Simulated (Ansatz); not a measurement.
Ideal-gas functions of C3H5N, SMILES `NC1C=C1` at 400 K and 1 bar, from an Ansatz frequency run at PBE0-D4/def2-TZVP.

Molar mass 55.08 g/mol, point group C1 (symmetry number 1), electronic degeneracy 1, moments of inertia 23.409, 73.447, 81.236 u Å². Harmonic wavenumbers (cm⁻¹, unscaled): 231, 429, 430, 645, 797, 856, 895, 904, 994, 1059, 1076, 1210, 1280, 1425, 1642, 1714, 3098, 3242, 3285, 3516, 3606.

Use S(trans) = R[1.5 ln M + 2.5 ln T − 1.1517]; rotational temperatures θ = 24.2544 K / I; S(rot) = R[ln(√π/σ · √(T³/θAθBθC)) + 1.5]; for each mode x = 1.438777 ν̃/T, S = R[x/(eˣ − 1) − ln(1 − e⁻ˣ)] and H = RT x/(eˣ − 1); 1 cm⁻¹ = 0.0119627 kJ/mol; R = 8.31446 J/(mol·K).

**Question.** By hand: the entropy, in J/(mol·K).

**Answer.** Translation 165.0. Rotation: θ = 1.0361, 0.3302, 0.2986 K, giving 101.4. Vibration, mode by mode: 10.09, 5.49, 5.47, 2.96, 1.92, 1.63, 1.45, 1.42, 1.09, 0.90, 0.86, 0.58, 0.47, 0.30, 0.16, 0.13, 0.00, 0.00, 0.00, 0.00, 0.00, in all 34.9. Electronic 0.0. Sum 301.3 J/(mol·K).

**Question.** By hand: H − E and G − E in kJ/mol, counted from the electronic energy.

**Answer.** Zero-point energy ½ × 32334 × 0.0119627 = 193.4; thermal vibration 9.2; translation, rotation and pV give 4 RT = 13.3. H − E = 215.9 kJ/mol, and G − E = 215.9 − 400 × 301.3/1000 = 95.4 kJ/mol.

Vibration gives 12 % of the entropy. The sum counts one conformer and one mirror image; others add a mixing term.
